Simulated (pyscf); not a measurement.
## Substitution at Si: H₃Si–PH₂ (SMILES [SiH3]P) + H• (SMILES [H]) -> PH₂• (SMILES [PH2]) + SiH₄ (SMILES [SiH4])

Gas phase, doublet surface, charge 0. Bonds broken: P1–Si2. Bonds formed: Si2–H8. PySCF, gas phase, ωB97X-D3(BJ)/def2-SVP geometries. Correlated levels are frozen-core, on RHF or UHF. ΔMP2 is the change of the MP2 total energy from the triple- to the quadruple-zeta basis.

Transition state (Å):

```xyz
8

P     -0.4669     0.5752    -1.1564
Si    -0.2576    -0.7845     0.7200
H      0.4870     1.5279    -0.6934
H     -1.5790     1.2958    -0.6311
H      1.0834    -1.3855     0.4490
H     -0.3374     0.2217     1.8289
H     -1.4451    -1.6706     0.5262
H     -0.1012    -1.7622     2.1976
```

One imaginary mode, 632i cm⁻¹; descent along it reached the two sides named.

| bond | change | reactant side (Å) | saddle | product side |
|---|---|---|---|---|
| P1–Si2 | breaks | 2.255 | 2.327 | 3.5 |
| Si2–H8 | forms | 3.6 | 1.779 | 1.493 |

Electronic energies relative to the separated reactants (eV):

```
level                             barrier  reaction energy  reverse barrier
--------------------------------  -------  ---------------  ---------------
ωB97X-D3(BJ)/def2-TZVP               0.23            -0.76             0.98
PBE/def2-TZVP                       -0.11            -0.82             0.72
r²SCAN/def2-TZVP                    -0.13            -0.96             0.83
B3LYP-D3(BJ)/def2-TZVP              -0.02            -1.04             1.02
PBE0-D3(BJ)/def2-TZVP                0.03            -0.81             0.84
M06-2X/def2-TZVP                     0.17            -0.94             1.12
ωB97M-D3(BJ)/def2-TZVP               0.20            -0.94             1.14
HF/def2-TZVP                         0.82            -1.15             1.97
MP2/def2-QZVPP                       0.42            -0.79             1.21
CCSD/def2-TZVPP                      0.31            -1.11             1.43
CCSD(T)/def2-TZVPP                   0.26            -1.03             1.29
CCSD(T)/def2-TZVPP + ΔMP2(QZVPP)     0.24            -0.99             1.23
```

With CCSD(T)/def2-TZVPP + ΔMP2(QZVPP) energies and thermal terms (ideal gas, 1 atm, RRHO with modes under 100 cm⁻¹ raised to 100, one conformer, R ln 2 for rigid chiral ones), in eV:

| T (K) | ΔH‡ | ΔG‡ | ΔH | ΔG |
|---|---|---|---|---|
| 298 | 0.23 | 0.52 | -0.93 | -1.00 |
| 600 | 0.21 | 0.82 | -0.98 | -1.06 |
| 900 | 0.20 | 1.13 | -1.04 | -1.08 |
| 1200 | 0.19 | 1.44 | -1.09 | -1.09 |

At PBE, r²SCAN, B3LYP-D3(BJ) this geometry lies under the reactants; that is no barrier but a single point on another level's saddle; such a level's own saddle, if it has one, lies nearer that side and is low. This is the saddle that the search found; another between the same sides may lie lower. The angle at the attacked Si is 178°. The CCSD(T) − MP2 part came from Ansatz, without density fitting, on the same reference.
